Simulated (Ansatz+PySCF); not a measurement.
Results of a calculation; reference values are marked as such.
# Several solutions for doublet N2(+)

```xyz
2

N     0.0000    0.0000   -1.3037
N     0.0000    0.0000    1.3037
```

Basis set: STO-3G (spherical functions). Charge 1, multiplicity 2.

PBE0 (unrestricted) was run from several starts with Ansatz (development build ahead of 0.2.0) and PySCF 2.14.0.

```tsv
run	program	start	converged	energy (hartree)	<S²>
A	Ansatz	atomic start, no search	yes	-107.04927	0.75
B	PySCF	program defaults	yes	-107.04927	0.75
C	Ansatz	search for the lowest state	yes	-107.26246	2.75
D	Ansatz	stability test followed	yes	-107.26246	2.75
```

(1) Which runs reached the lowest solution of this kind, and what is wrong with the others?

Results:

(1) C, D reached the lowest solution found. Converged but too high: A by 5.80 eV, B by 5.80 eV. Convergence only shows a stationary point, and even a stable one can lie too high; stability tests and further starts are what find lower ones. Caution: charge can spread falsely over distant fragments. Caution: the unrestricted determinant is a mixture of spin states.
